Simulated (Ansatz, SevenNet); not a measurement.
For GaS (P6₃/mmc, No. 194), the machine-learned potential SevenNet-0 (trained on PBE and PBE+U data) gives:

| Quantity | Result |
|---|---|
| lattice parameter a | 3.635 Å |
| c axis length | 17.403 Å |

**Question.** What does PBEsol (Ansatz, a program for electronic structure, PAW) give for the same quantities?

**Answer.** 
- lattice constant a: 3.569 Å (falls by 1.8 %)
- lattice parameter c: 16.015 Å (decreases by 8.0 %)

Changes are worked out from the printed values.

Unless a cell is named, each level is at its own relaxed cell (SevenNet-0 24.89, PBEsol 22.08 Å³/atom).

Caveats: the cell comes from a level without a dispersion term, which matters for the spacing of layers, chains or molecules (PBEsol). Ansatz's density-functional and Hartree–Fock values are scalar-relativistic unless marked +SOC, with PAW data made under PBE.
